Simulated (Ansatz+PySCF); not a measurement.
Values are calculated unless marked as measured or tabulated.
Input for PySCF 2.14.0:

```python
from pyscf import gto, scf, mp

# the (T+d) and (D+d) sets load through basis_set_exchange
mol = gto.M(atom="""
Si 0.000000 0.000000 1.155050
Si 0.000000 0.000000 -1.155050
""", basis='cc-pv(t+d)z', charge=0, spin=2)
mf = scf.UHF(mol)
mf.kernel()
pt = mp.MP2(mf, frozen=10).run()
print(mf.e_tot, pt.e_corr, pt.e_tot)
```

The script is written out from the run's settings.

Output:

```yaml
Converged: yes
Reference_energy: -577.75172 hartree
Correlation_energy: -0.17940 hartree
Total_energy: -577.93112 hartree
Spin_squared_of_the_determinant: 2.029
```

This is not the lowest solution: another run reaches a determinant 0.70 eV lower. Caution: another reference gives a lower total.
